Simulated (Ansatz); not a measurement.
The input, for Ansatz 0.2.0:

```yaml
crystal:
  periodic: [false, false, false]
  atoms:
    - {symbol: Si, position_ang: [0.000393, -0.000301, -0.040857]}
    - {symbol: H, position_ang: [1.414817, -0.001789, 0.400844]}
    - {symbol: H, position_ang: [-0.673625, 1.262946, 0.352142]}
    - {symbol: H, position_ang: [-0.752131, -1.252768, 0.385475]}
basis:
  gaussian: {orbitals: def2-SVPD, fitting: {mean_field: def2-universal-jkfit}}
magnetization: {spin_polarized: true, initial_magnetization: 1}
correlation: {method: ccsd_t, electrons: valence}
```

```sh
$ ansatz run in.yaml --threads 1 --pin off --events-out ev --progress --plain --max-ram 2393MiB
```

The program prints:

```
182 factors; integrals over basis functions are off by at most 3.8e-1 eV
mean field evaluation 1: about -7905.2207 eV, gradient 6.8e0 eV
mean field evaluation 2: about -7905.7758 eV, gradient 2.3e0 eV
mean field evaluation 4: about -7905.8722 eV, gradient 2.3e-1 eV
mean field evaluation 8: about -7905.7758 eV, gradient 2.3e0 eV
mean field -7905.87368698 eV, -290.5354992030 hartree, gradient 2.9e-6 eV, S^2 0.755099; 0 other end points of the search recorded, 0 dependent functions left out
5 core orbitals not correlated: weight in the atoms' cores, before any rotation towards them, 1.000 or more for the frozen orbitals, at most 0.000 for the correlated occupied ones
reference -7905.87368698 eV, -290.5354992030 hartree; 4, 3 occupied and 39, 40 virtual orbitals, 182 factors
second order -2.66505570 eV of doubles, -0.00000000 eV of singles
cycle   1  -3.20279340 eV  change   -5.4e-1 eV  update   5.5e-2
cycle   2  -3.40444960 eV  change   -2.0e-1 eV  update   2.1e-2
cycle   3  -3.41064323 eV  change   -6.2e-3 eV  update   5.9e-3
cycle   4  -3.41077123 eV  change   -1.3e-4 eV  update   1.9e-3
cycle   5  -3.41052748 eV  change    2.4e-4 eV  update   7.9e-4
cycle   6  -3.41049990 eV  change    2.8e-5 eV  update   2.8e-4
cycle   7  -3.41063666 eV  change   -1.4e-4 eV  update   8.7e-5
cycle   8  -3.41063734 eV  change   -6.8e-7 eV  update   2.7e-5
cycle   9  -3.41062475 eV  change    1.3e-5 eV  update   9.4e-6
cycle  10  -3.41062896 eV  change   -4.2e-6 eV  update   2.8e-6
perturbative correction -0.07097773 eV, -0.0026083836 hartree
Total energy: -7909.35529367 eV, -290.6634458890 hartree
```

Ran on 1 thread of Arm Neoverse V1, shared host: 0.42 s wall, 0.09 GiB peak host memory.
